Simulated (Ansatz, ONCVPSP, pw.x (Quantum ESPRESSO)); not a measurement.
pw.x on bcc Re: one setting changed

Potential: optimised norm-conserving Vanderbilt (ONCV), ONCVPSP 4.0.1.1 (patched build), PBEsol; core [Kr] 4d10 4f14, reference 5s2 5p6 5d5 6s1.75 6p0.25; waves: 5s+6s: rc 1.50 bohr, ncon 4, nbas 7, qcut 8.2 1/bohr, 2 projectors; 5p+6p: rc 1.75 bohr, ncon 4, nbas 7, qcut 9.1 1/bohr, 3 projectors, debl 3.9 Ha; 5d: rc 1.50 bohr, ncon 4, nbas 9, qcut 6 1/bohr, local; local part: the d channel; core correction: none.

The reference run (k-mesh 15³, cutoffs 70/280 Ry, Fermi–Dirac 0.01 Ry, mixing_beta 0.4, conv_thr 1e-9, no spin) gives -2.46 GPa at 14.678 Å³/atom, where all-electron LAPW gives 0.85 GPa. This run, with its own iteration cap, changes k-mesh points per axis to 3.

```
&control
  calculation='scf', prefix='x', pseudo_dir='./', outdir='./tmp', tstress=.true., disk_io='none'
/
&system
  ibrav=0, nat=1, ntyp=1, ecutwfc=70, ecutrho=280, nbnd=15,
  occupations='smearing', smearing='fd', degauss=0.01
/
&electrons
  conv_thr=1e-09, mixing_beta=0.4, electron_maxstep=50
/
ATOMIC_SPECIES
Re 1.0 Re.UPF
CELL_PARAMETERS angstrom
  -1.54241875 1.54241875 1.54241875
  1.54241875 -1.54241875 1.54241875
  1.54241875 1.54241875 -1.54241875
ATOMIC_POSITIONS crystal
Re 0.0000 0.0000 0.0000
K_POINTS automatic
3 3 3 0 0 0
```

```bash
pw.x < Re.scf.in > Re.scf.out
```

How does the run end?

It converges in 7 iterations; the free energy moves by +1.08 eV/atom and the pressure by +22.19 GPa.

```
Message from routine setup:
     using ibrav=0 with symmetry is DISCOURAGED, use correct ibrav instead
     lattice parameter (alat)  =       5.0485  a.u.
     unit-cell volume          =      99.0521 (a.u.)^3
     number of electrons       =        15.00
     number of Kohn-Sham states=           15
     kinetic-energy cutoff     =      70.0000  Ry
     charge density cutoff     =     280.0000  Ry
     scf convergence threshold =      1.0E-09
     Exchange-correlation= PBESOL
     number of k points=     4  Fermi-Dirac smearing, width (Ry)=  0.0100
     iteration #  1     ecut=    70.00 Ry     beta= 0.40
     total energy              =    -159.07585412 Ry
     estimated scf accuracy    <       0.04909213 Ry
     iteration #  2     ecut=    70.00 Ry     beta= 0.40
     total energy              =    -159.07682011 Ry
     estimated scf accuracy    <       0.00676899 Ry
     iteration #  3     ecut=    70.00 Ry     beta= 0.40
     total energy              =    -159.07763358 Ry
     estimated scf accuracy    <       0.00043700 Ry
     iteration #  4     ecut=    70.00 Ry     beta= 0.40
     total energy              =    -159.07765082 Ry
     estimated scf accuracy    <       0.00000696 Ry
     iteration #  5     ecut=    70.00 Ry     beta= 0.40
     total energy              =    -159.07765238 Ry
     estimated scf accuracy    <       0.00000015 Ry
     iteration #  6     ecut=    70.00 Ry     beta= 0.40
     total energy              =    -159.07765240 Ry
     estimated scf accuracy    <          6.5E-09 Ry
     iteration #  7     ecut=    70.00 Ry     beta= 0.40
     the Fermi energy is    25.5246 ev
!    total energy              =    -159.07765240 Ry
     estimated scf accuracy    <          2.9E-10 Ry
     smearing contrib. (-TS)   =      -0.00740925 Ry
     The total energy is F=E-TS. E is the sum of the following terms:
     one-electron contribution =     -20.33870799 Ry
     hartree contribution      =      18.78697380 Ry
     xc contribution           =     -17.05572396 Ry
     ewald contribution        =    -140.46278499 Ry
     convergence has been achieved in   7 iterations
          total   stress  (Ry/bohr**3)                   (kbar)     P=      197.30
     Message from routine punch:
     Nothing written, as per user request (disk_io='none')
```

The run took about 1.6 s on one core of a shared host (Neoverse-N1, 64 threads, 124 GiB, load 55).
